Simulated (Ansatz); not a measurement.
The cation of C4H8Cl2, SMILES `CCC(Cl)CCl` at the neutral geometry.

```yaml
crystal:
  periodic: [false, false, false]
  atoms:
    - {symbol: C, position_ang: [-0.096788, -1.705814, 0.997106]}
    - {symbol: C, position_ang: [0.336367, -0.726859, -0.077758]}
    - {symbol: C, position_ang: [-0.295296, 0.648349, 0.049440]}
    - {symbol: Cl, position_ang: [-2.074106, 0.539804, -0.135781]}
    - {symbol: C, position_ang: [0.268713, 1.600526, -0.978291]}
    - {symbol: Cl, position_ang: [-0.244308, 3.280596, -0.725063]}
    - {symbol: H, position_ang: [0.415003, -2.662144, 0.874633]}
    - {symbol: H, position_ang: [-1.171300, -1.888145, 0.952963]}
    - {symbol: H, position_ang: [0.139744, -1.324813, 1.994106]}
    - {symbol: H, position_ang: [0.112252, -1.127973, -1.071369]}
    - {symbol: H, position_ang: [1.422945, -0.587491, -0.030833]}
    - {symbol: H, position_ang: [-0.133950, 1.051250, 1.051410]}
    - {symbol: H, position_ang: [1.357877, 1.591196, -0.917138]}
    - {symbol: H, position_ang: [-0.037153, 1.311530, -1.983435]}
basis:
  gaussian: {orbitals: def2-TZVPP}
total_charge: 1
magnetization: {spin_polarized: true, initial_magnetization: 1}
hamiltonian: {xc: r2scan, dispersion: d4}
```

```sh
$ ansatz run in.yaml --threads 2 --pin off --events-out ev --progress --plain --max-ram 32768MiB --backend cuda --devices 0, --max-vram 18GiB
```

Output, abridged:

```
Functional definition: r2SCAN
1780 factors; their error is unknown
mean field evaluation 1: about -29285.7867 eV, gradient 7.3e1 eV
mean field evaluation 2: about -29155.0693 eV, gradient 1.6e2 eV
mean field evaluation 4: about -29306.4268 eV, gradient 3.1e1 eV
mean field evaluation 8: about -29311.4414 eV, gradient 1.0e1 eV
mean field evaluation 16: about -29312.2640 eV, gradient 5.0e-1 eV
mean field evaluation 32: about -29312.2715 eV, gradient 2.8e-5 eV
mean field -29312.27145487 eV, -1077.2061073954 hartree, gradient 8.6e-6 eV, S^2 0.752527; 10 other end points of the search recorded, 0 dependent functions left out
reference -29312.27146873 eV, -1077.2061079046 hartree; 33, 32 occupied and 287, 288 virtual orbitals, 1780 factors
Total energy: -29312.35098330 eV, -1077.2090300110 hartree
```

It took 47 s on 2 threads of an AMD EPYC 7R13 on a shared host and a share of an NVIDIA H100 80 GB, with 1 GiB of host memory at the peak.
